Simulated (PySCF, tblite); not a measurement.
Rigid-rotor lines calculated for a species of formula C2H2ClN3 (commonest isotopes; wB97X-D/def2-SVPD in PySCF (dipole) on a GFN2-xTB geometry, gas phase), labelled J(Ka,Kc):

| transition | MHz |
| --- | --- |
| 2(0,2) ← 1(0,1) | 7730.8 |
| 1(0,1) ← 0(0,0) | 3871.7 |
| 2(1,2) ← 1(1,1) | 7373.6 |
| 1(1,1) ← 0(0,0) | 11790.3 |
| 2(1,1) ← 1(1,0) | 8113.4 |

Question: Find the rotational constants.

Answer: 1(0,1) ← 0(0,0) is B + C, 2(1,1) ← 1(1,0) is 3B + C and 2(1,2) ← 1(1,1) is B + 3C, so B − C is half the difference of the last two, 369.9 MHz. 1(1,1) ← 0(0,0) is A + C. A = 10039.4, B = 2120.8, C = 1750.9 MHz.

Question: What moments of inertia, asymmetry and inertial defect follow?

Answer: I = 505379 MHz·u·Å² over each constant: Ia = 50.34, Ib = 238.29, Ic = 288.63 u·Å²; κ = (2B − A − C)/(A − C) = -0.911 (near-prolate asymmetric top); Δ = Ic − Ia − Ib = 0.00 u·Å².

Question: Which dipole components do these lines need?

Answer: μa and μb (a-type: ΔKa even, ΔKc odd; b-type: both odd). The calculation gives |μa| = 3.08 D, |μb| = 1.13 D, |μc| = 0.00 D.

Question: Predict further lines from these constants: 3(3,0) ← 3(2,1); 3(1,2) ← 2(1,1); 1(1,0) ← 1(1,1); 3(1,2) ← 3(1,3); 3(2,2) ← 2(2,1); 3(1,3) ← 2(1,2); 3(0,3) ← 2(1,2); 3(3,0) ← 2(2,1).

Answer: 
| transition | MHz | type | branch |
| --- | --- | --- | --- |
| 1(1,0) ← 1(1,1) | 370 | a | Q |
| 3(1,2) ← 3(1,3) | 2219 | a | Q |
| 3(0,3) ← 2(1,2) | 4003 | b | R |
| 3(1,3) ← 2(1,2) | 11053 | a | R |
| 3(2,2) ← 2(2,1) | 11615 | a | R |
| 3(1,2) ← 2(1,1) | 12162 | a | R |
| 3(3,0) ← 3(2,1) | 40462 | b | Q |
| 3(3,0) ← 2(2,1) | 52141 | b | R |

Question: Which structure gave them?

Answer: `Clc1cnn[nH]1`, point group Cs. Three constants can't fix a structure by themselves; this is the one that was computed:
```xyz
8
C2H2ClN3 angstrom
Cl     0.301    2.354    0.054
C      0.139    0.663    0.008
C      1.045   -0.369   -0.121
N      0.349   -1.521   -0.094
N     -0.893   -1.275    0.039
N     -1.064    0.042    0.105
H      2.108   -0.344   -0.226
H     -1.975    0.460    0.211
```

Its GFN2-xTB frequencies are all real (lowest 240 cm⁻¹). Zero-point vibration and centrifugal distortion are left out. Quadrupole hyperfine structure (14N, 35Cl) is left out.

Hardware: an Arm Neoverse V2 with one thread, shared host with 32 logical CPUs at a one-minute load of 9.6. Cost: 12 s of wall time, 0.60 GiB resident at most. This is the wB97X-D/def2-SVPD job that gave the dipole, with the excitations it also computed.
